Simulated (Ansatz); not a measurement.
in.yaml

```yaml
crystal:
  periodic: [false, false, false]
  atoms:
    - {symbol: Si, position_ang: [0.000000, -0.081152, 2.273860]}
    - {symbol: N, position_ang: [0.000000, -0.347862, -0.806615]}
    - {symbol: H, position_ang: [0.000000, 0.429014, -1.467245]}
basis:
  gaussian: {orbitals: cc-pVTZ}
magnetization: {spin_polarized: true, initial_magnetization: 2}
correlation: {method: ccsdt_q, electrons: outside_noble_gas}
```

```sh
$ ansatz run in.yaml --threads 2 --pin off --events-out ev --progress --plain --max-ram 16896MiB --backend cuda --devices 0, --max-vram 18GiB
```

**Question.** Roughly how long does this take on 2 threads of AMD EPYC 7R13 with a shared H100 80 GB, shared host, and how much host memory?

**Answer.** 50 s wall and 1.1 GiB.

```
895 factors; integrals over basis functions are off by at most 1.5e-7 eV
mean field evaluation 1: about -9350.1411 eV, gradient 2.2e1 eV
mean field evaluation 2: about -9350.1425 eV, gradient 2.2e1 eV
mean field evaluation 4: about -9353.7141 eV, gradient 3.4e0 eV
mean field evaluation 8: about -9353.6487 eV, gradient 2.6e0 eV
mean field evaluation 16: about -9355.9384 eV, gradient 8.6e-2 eV
mean field evaluation 32: about -9356.1277 eV, gradient 6.9e-2 eV
mean field evaluation 64: about -9355.1607 eV, gradient 1.9e0 eV
mean field evaluation 96: about -9354.1000 eV, gradient 3.3e0 eV
mean field evaluation 128: about -9354.0627 eV, gradient 2.3e0 eV
mean field evaluation 160: about -9353.6178 eV, gradient 3.8e-4 eV
...
mean field -9356.13557063 eV, -343.8316404043 hartree, gradient 6.0e-10 eV, S^2 3.046281; 37 other end points of the search recorded, 0 dependent functions left out
determinant -9356.13557063 eV, -343.8316404043 hartree, with singles and doubles -9362.47250488 eV, -344.0645184425 hartree
determinant -9356.12141045 eV, -343.8311200270 hartree, with singles and doubles -9362.44619891 eV, -344.0635517160 hartree
determinant -9355.93885451 eV, -343.8244112202 hartree, with singles and doubles -9362.36283833 eV, -344.0604882712 hartree
determinant -9355.85632191 eV, -343.8213782032 hartree, with singles and doubles -9362.28023551 eV, -344.0574526736 hartree
determinant -9355.72555134 eV, -343.8165724732 hartree, with singles and doubles -9362.10379364 eV, -344.0509685546 hartree
determinant -9355.72056256 eV, -343.8163891391 hartree, with singles and doubles -9362.09438944 eV, -344.0506229563 hartree
determinant -9355.56705427 eV, -343.8107478133 hartree, with singles and doubles -9362.15119154 eV, -344.0527103951 hartree
determinant -9355.56252990 eV, -343.8105815456 hartree, with singles and doubles -9362.16397840 eV, -344.0531803037 hartree
determinant -9355.39053034 eV, -343.8042606786 hartree, with singles and doubles -9362.09061199 eV, -344.0504841377 hartree
determinant -9355.33613093 eV, -343.8022615371 hartree, with singles and doubles -9361.99977894 eV, -344.0471460849 hartree
determinant -9355.16416174 eV, -343.7959417861 hartree, with singles and doubles -9361.78625352 eV, -344.0392991703 hartree
determinant -9355.14887749 eV, -343.7953801001 hartree, with singles and doubles -9361.77582416 eV, -344.0389158981 hartree
determinant -9354.74292689 eV, -343.7804616909 hartree, with singles and doubles -9361.77798577 eV, -344.0389953360 hartree
determinant -9354.72270284 eV, -343.7797184705 hartree, with singles and doubles -9361.77835077 eV, -344.0390087494 hartree
determinant -9353.69620410 eV, -343.7419953378 hartree, with singles and doubles -9362.00843347 eV, -344.0474641328 hartree
determinant -9353.61778580 eV, -343.7391135185 hartree, with singles and doubles -9360.72362123 eV, -344.0002481537 hartree
determinant -9353.59951157 eV, -343.7384419528 hartree, with singles and doubles -9360.70559285 eV, -343.9995856230 hartree
determinant -9353.51100555 eV, -343.7351894165 hartree, with singles and doubles -9360.65942583 eV, -343.9978890166 hartree
determinant -9353.13905653 eV, -343.7215205423 hartree, with singles and doubles -9360.28238571 eV, -343.9840330476 hartree
determinant -9353.08195471 eV, -343.7194220889 hartree, with singles and doubles -9360.21483770 eV, -343.9815507038 hartree
determinant -9352.91464264 eV, -343.7132734839 hartree, with singles and doubles -9360.90504126 eV, -344.0069152171 hartree
determinant -9356.13557063 eV, -343.8316404043 hartree, with singles and doubles -9362.39974287 eV, -344.0618444879 hartree
determinant -9356.12141045 eV, -343.8311200270 hartree, with singles and doubles -9362.37089762 eV, -344.0607844447 hartree
determinant -9355.93885451 eV, -343.8244112202 hartree, with singles and doubles -9362.29607446 eV, -344.0580347443 hartree
determinant -9355.85632191 eV, -343.8213782032 hartree, with singles and doubles -9362.20776503 eV, -344.0547894324 hartree
determinant -9355.72555134 eV, -343.8165724732 hartree, with singles and doubles -9362.02553687 eV, -344.0480926711 hartree
determinant -9355.72056256 eV, -343.8163891391 hartree, with singles and doubles -9362.01515401 eV, -344.0477111082 hartree
determinant -9355.56705427 eV, -343.8107478133 hartree, with singles and doubles -9362.05870969 eV, -344.0493117498 hartree
determinant -9355.56252990 eV, -343.8105815456 hartree, with singles and doubles -9362.07534210 eV, -344.0499229796 hartree
determinant -9355.39053034 eV, -343.8042606786 hartree, with singles and doubles -9362.01108055 eV, -344.0475614113 hartree
determinant -9355.33613093 eV, -343.8022615371 hartree, with singles and doubles -9361.91354784 eV, -344.0439771502 hartree
determinant -9355.16416174 eV, -343.7959417861 hartree, with singles and doubles -9361.68896086 eV, -344.0357237308 hartree
determinant -9355.14887749 eV, -343.7953801001 hartree, with singles and doubles -9361.67593636 eV, -344.0352450895 hartree
determinant -9354.74292689 eV, -343.7804616909 hartree, with singles and doubles -9361.69033849 eV, -344.0357743578 hartree
determinant -9354.72270284 eV, -343.7797184705 hartree, with singles and doubles -9361.69956307 eV, -344.0361133550 hartree
determinant -9353.69620410 eV, -343.7419953378 hartree, with singles and doubles -9361.88511300 eV, -344.0429321890 hartree
determinant -9356.13557063 eV, -343.8316404043 hartree, with singles and doubles -9362.42537369 eV, -344.0627864031 hartree
determinant -9356.12141045 eV, -343.8311200270 hartree, with singles and doubles -9362.38772417 eV, -344.0614028090 hartree
determinant -9355.93885451 eV, -343.8244112202 hartree, with singles and doubles -9362.31188863 eV, -344.0586159043 hartree
determinant -9355.85632191 eV, -343.8213782032 hartree, with singles and doubles -9362.21513532 eV, -344.0550602856 hartree
determinant -9355.72555134 eV, -343.8165724732 hartree, with singles and doubles -9362.04443339 eV, -344.0487871056 hartree
determinant -9355.72056256 eV, -343.8163891391 hartree, with singles and doubles -9362.03317945 eV, -344.0483735307 hartree
determinant -9355.56705427 eV, -343.8107478133 hartree, with singles and doubles -9362.11709487 eV, -344.0514573655 hartree
determinant -9355.56252990 eV, -343.8105815456 hartree, with singles and doubles -9362.15042211 eV, -344.0526821192 hartree
determinant -9355.39053034 eV, -343.8042606786 hartree, with singles and doubles -9362.05836798 eV, -344.0492991921 hartree
determinant -9355.33613093 eV, -343.8022615371 hartree, with singles and doubles -9361.94778880 eV, -344.0452354822 hartree
determinant -9353.69620410 eV, -343.7419953378 hartree, with singles and doubles -9362.01605104 eV, -344.0477440734 hartree
determinant -9354.17342779 eV, -343.7595329850 hartree, with singles and doubles -9361.26006571 eV, -344.0199621250 hartree
6 core orbitals not correlated: weight in the atoms' cores, before any rotation towards them, 1.000 or more for the frozen orbitals, at most 0.000 for the correlated occupied ones
reference -9356.13557063 eV, -343.8316404043 hartree; 6, 4 occupied and 66, 68 virtual orbitals, 895 factors
second order -5.13377524 eV of doubles, -0.00000000 eV of singles
...
cycle   7  -6.76425906 eV  change    2.5e-8 eV  update   1.1e-6
cycle   8  -6.76425943 eV  change   -3.7e-7 eV  update   1.4e-6
cycle   9  -6.76426104 eV  change   -1.6e-6 eV  update   1.2e-6
cycle  10  -6.76426141 eV  change   -3.8e-7 eV  update   9.4e-7
cycle  11  -6.76426153 eV  change   -1.1e-7 eV  update   8.6e-7
cycle  12  -6.76426172 eV  change   -1.9e-7 eV  update   8.8e-7
cycle  13  -6.76426179 eV  change   -7.1e-8 eV  update   9.1e-7
cycle  14  -6.76426223 eV  change   -4.4e-7 eV  update   7.2e-7
cycle  15  -6.76426256 eV  change   -3.3e-7 eV  update   5.0e-7
cycle  16  -6.76426278 eV  change   -2.2e-7 eV  update   4.1e-7
perturbative correction -0.06613813 eV, -0.0024305316 hartree
WARN: these amplitudes may be one of several solutions (largest doubles amplitude 0.69, level shift 0.00 eV)
Total energy: -9362.96597155 eV, -344.0826530081 hartree
```

The determinant's ⟨S²⟩ is 3.05 against 2.00 for a pure state. The T1 diagnostic is 0.057.
